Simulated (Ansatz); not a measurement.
# FH₄PSi: taking an electron away

Aim: the vertical ionisation energy of FH₄PSi, as cation minus neutral at the neutral's geometry, on several levels, and how well −ε(HOMO) stands in for it.

Program: Ansatz 0.2.0, Gaussian basis. Level of theory: unrestricted cation, the program's frozen cores in correlated methods. These are calculated values, not measurements.

The runs, in order: UKS PBE-D4/def2-TZVPP; UKS r2SCAN-D4/def2-TZVPP; UKS PBE0-D4/def2-TZVPP; UKS B3LYP-D4/def2-TZVPP; UKS wB97X-V/def2-TZVPP; UKS wB97M-V/def2-TZVPP; UKS B2PLYP/def2-TZVPP; UHF-CCSD(T)/def2-TZVPP; UHF-MP2/def2-QZVPP; extrapolation to the limit; then −ε(HOMO) from the neutral's earlier runs with LDA (SPW92), PBE-D4, revPBE-D4, BLYP-D4, r2SCAN-D4, B97M-V, PBE0-D4, B3LYP-D4, r2SCANh-D4, r2SCAN0-D4, HSE06-D4, BHLYP-D4, CAM-B3LYP-D4, LC-ωPBE, ωB97X-V, ωB97M-V.

### 1 The relaxed structure

An earlier PBE0-D4 in a triple-zeta def2 set relaxation fixed the geometry.

7 atoms, charge 0, spin multiplicity 1.

Atoms are counted from 1 here; the program's logs count them from 0.

Bond lengths: F1–Si2 1.603 Å, Si2–P3 2.244 Å, Si2–H4 1.484 Å, Si2–H5 1.483 Å, P3–H6 1.421 Å, P3–H7 1.423 Å. Angles: F1–Si2–P3 108.5°, F1–Si2–H4 108.3°, F1–Si2–H5 107.0°, P3–Si2–H4 108.5°, P3–Si2–H5 114.2°, H4–Si2–H5 110.2°, Si2–P3–H6 93.9°, Si2–P3–H7 90.5°, H6–P3–H7 93.4°.

As a file:

```
atom     x (Å)     y (Å)     z (Å)
  F1  -2.08655  -0.13023   0.20239
 Si2  -0.62321  -0.18777  -0.44829
  P3   0.89122  -0.21168   1.20782
  H4  -0.50398  -1.45289  -1.21488
  H5  -0.50886   0.97629  -1.36078
  H6   0.94342   1.20424   1.31072
  H7   1.94926  -0.26596   0.25742
```

### 2 Cation, UKS PBE-D4/def2-TZVPP

File in.yaml:

```yaml
crystal:
  periodic: [false, false, false]
  atoms:
    - {symbol: F, position_ang: [-2.086549, -0.130225, 0.202391]}
    - {symbol: Si, position_ang: [-0.623211, -0.187767, -0.448290]}
    - {symbol: P, position_ang: [0.891218, -0.211684, 1.207817]}
    - {symbol: H, position_ang: [-0.503981, -1.452887, -1.214880]}
    - {symbol: H, position_ang: [-0.508859, 0.976286, -1.360777]}
    - {symbol: H, position_ang: [0.943424, 1.204239, 1.310722]}
    - {symbol: H, position_ang: [1.949258, -0.265960, 0.257417]}
basis:
  gaussian: {orbitals: def2-TZVPP}
total_charge: 1
magnetization: {spin_polarized: true, initial_magnetization: 1}
hamiltonian: {xc: pbe, dispersion: d4}
```

Started as:

```console
$ ansatz run in.yaml --threads 2 --pin off --events-out ev --progress --plain --max-ram 4352MiB
```

Further steps of the session: Cation, UKS r2SCAN-D4/def2-TZVPP; Cation, UKS PBE0-D4/def2-TZVPP; Cation, UKS B3LYP-D4/def2-TZVPP; Cation, UKS wB97X-V/def2-TZVPP; Cation, UKS wB97M-V/def2-TZVPP; Cation, UKS B2PLYP (frozen core)/def2-TZVPP; Cation, UHF-CCSD(T)/def2-TZVPP; Cation, UHF-MP2/def2-QZVPP.

Q: Predict the results of all the runs planned. Wanted: ionisation energy, CCSD(T)/CBS; nearest functional by difference; nearest −ε(HOMO); −ε(HOMO) of PBE; T1 of the cation.

As calculated:

| quantity | value |
| --- | --- |
| ionisation energy, CCSD(T)/CBS | 10.29 eV |
| nearest functional by difference | ωB97X-V (-0.13 eV) |
| nearest −ε(HOMO) | ωB97X-V (-0.15 eV) |
| −ε(HOMO) of PBE | 6.73 eV |
| T1 of the cation | 0.019 |

By cation minus neutral, the functionals miss by 0.33 eV at most. The PBE orbital energy is 3.6 eV too small: a semilocal HOMO is no ionisation energy. Among orbital estimates ωB97X-V comes nearest. Hartree-Fock falls 1.12 eV short, as the neutral has more correlation energy than the cation.
